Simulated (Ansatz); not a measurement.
A nudged elastic band was laid between two geometries of H₂NOSi (5 atoms, charge -1, multiplicity 1).

Theory: RKS r2SCANh/def2-SVP (Ansatz 0.2.0).

```json
{
 "movable images": "5",
 "climbing image": "yes",
 "spring": "5.0 eV/Å²",
 "optimiser": "quadratic models (default)",
 "start path": "IDPP",
 "force threshold": "0.05 eV/Å",
 "iteration limit": "60",
 "end points": "relaxed"
}
```

Initial state:

```xyz
5
Properties=species:S:1:pos:R:3
N -0.695 -1.020 -0.024
Si 0.335 0.254 0.067
O 0.328 1.776 -0.290
H -1.600 -0.756 -0.425
H 1.633 -0.254 0.672
```

Final state:

```xyz
5
Properties=species:S:1:pos:R:3
N -1.129 -0.521 -0.303
Si 0.195 0.408 -0.022
O 0.471 1.922 -0.270
H -0.931 -1.481 -0.005
H 1.394 -0.329 0.600
```

Problem. Which bonds break or form, and what moves?

Solution. No bond is made or broken. The dihedral H4–N1–Si2–O3 changes from 0 to -180° by way of a nearly straight angle H4–N1–Si2 (up to 174°), not by a turn about the bond.

Problem. What energy profile does the band end with?

Solution. The run converged. The highest image is number 3 of 0 to 6, 45.5 kJ/mol above the first end and 31.5 kJ/mol above the last; the last end lies 14.0 kJ/mol above the first. A vibrational analysis at the climbing image gives one clearly imaginary mode, 609i cm⁻¹: a first-order saddle point. Limits of this set-up: an anion without diffuse functions, the dipole of an ion depends on the origin.

```tsv
image	path coordinate (Å)	energy (kJ/mol)	angle H4–N1–Si2 (°)
0	0.00	0.0	112
1	0.29	7.9	129
2	0.57	30.2	155
3	0.86	45.5	174
4	1.13	35.0	146
5	1.40	19.7	124
6	1.67	14.0	109
```

Problem. What is the geometry of the highest image?

Solution. 
```xyz
5
Properties=species:S:1:pos:R:3:forces:R:3
N -0.897 -0.604 -0.197 0.02 -0.02 0.01
Si 0.340 0.352 0.045 -0.02 0.03 -0.01
O 0.623 1.868 -0.200 0.00 -0.02 0.00
H -1.621 -1.278 -0.311 -0.01 0.01 -0.01
H 1.556 -0.338 0.663 0.00 0.00 0.00
```

Problem. What are the harmonic wavenumbers there?

Solution. 609i, 120, 412, 578, 929, 1014, 1294, 2002, 3882 cm⁻¹.

The band took 7 iterations and roughly 60 core-seconds.

Run time: 61 s on 1 thread of Arm Neoverse V2 (shared host), peak memory 0.11 GiB.
